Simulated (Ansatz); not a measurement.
**How far each method lies from full CI for AlH⁻, doublet**

Geometry: a point of a stretch scan, not a stationary point.

```xyz
2

Al    0.0000    0.0000    0.0000
H     0.0000    0.0000    3.1410
```

Basis aug-cc-pVDZ; Ansatz 0.2.0. Correlated methods freeze the noble-gas cores, which leaves 5 electrons in 31 orbitals. Prefix R: restricted or restricted open-shell reference; prefix U: unrestricted.

Full CI is exact within this basis and frozen core; it isn't the basis-set limit. The frozen core follows each run's orbitals, which can shift R against U totals by a few meV.

Unrestricted rows (U) aren't spin-pure: their determinants' ⟨S²⟩ exceeds S(S+1) by up to 0.36, so they mix in states of higher spin.

```
UHF ⟨S²⟩                          : 1.107
T1 diagnostic (RCCSD)             : 0.0436
largest doubles amplitude (RCCSD) : 0.090
T1 diagnostic (UCCSD)             : 0.0889
```

Problem. From what is known of these methods and the diagnostics, rank them by the size of their error in total energy against full CI in aug-cc-pVDZ, smallest first (an estimate: the text doesn't fix the numbers).
A. UMP2
B. RCCSD
C. RMP2
D. UHF
E. RCCSD(T)

Solution. E (0.95 kcal/mol), B (2.80 kcal/mol), C (20.30 kcal/mol), A (22.93 kcal/mol), D (57.43 kcal/mol).

All errors are against full CI in aug-cc-pVDZ. Within each family the higher level lies nearer, as is usual though not guaranteed.

The full-CI state has the irrep B1 of C2v, in the program's axes (one component, if the state is degenerate).

Natural occupations of full CI about the gap: 1.891 1.840 0.971 0.124 0.052 0.021 0.018 0.015 0.013 0.011; effectively unpaired electrons, Σ n²(2−n)², 1.20.
